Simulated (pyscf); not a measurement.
Thermochemistry of product channels of `[CH3][Al]([CH3])[F]` + `[H]` [doublet] on the doublet surface, in kcal/mol, from CCSD(T)/def2-TZVPP + ΔMP2(QZVPP) energies (ideal gas, 1 atm, RRHO with modes under 100 cm⁻¹ raised to 100, one conformer, R ln 2 for chiral ones without a mode under 150 cm⁻¹). PySCF, gas phase, ωB97X-D3(BJ)/def2-SVP geometries. MP2 and CC: frozen core, UHF for open shells. ΔMP2 is the change of the MP2 total energy from the triple- to the quadruple-zeta basis.

| products | ΔE | ΔH(298 K) | ΔG(600 K) | ΔG(900 K) |
|---|---|---|---|---|
| `[CH4]` + `[CH3][Al][F]` [doublet] | (withheld) | -21.1 | -24.5 | -24.9 |
| `[CH2][AlH][CH3]` [doublet] + `[FH]` | (withheld) | +37.8 | +33.0 | +30.8 |

Some entries are withheld; supply them.


- `[CH4]` + `[CH3][Al][F]` [doublet], ΔE: -25.8
- `[CH2][AlH][CH3]` [doublet] + `[FH]`, ΔE: +37.5

These are energies of the channels, which say nothing of barriers. •H₂C–AlH–CH₃ lies 14.3 kcal/mol over its isomer [H₃C–Al–CH₃]• (electronic energy, ωB97M-D3(BJ)). The CCSD(T) − MP2 part came from Ansatz, without density fitting, on the same reference.
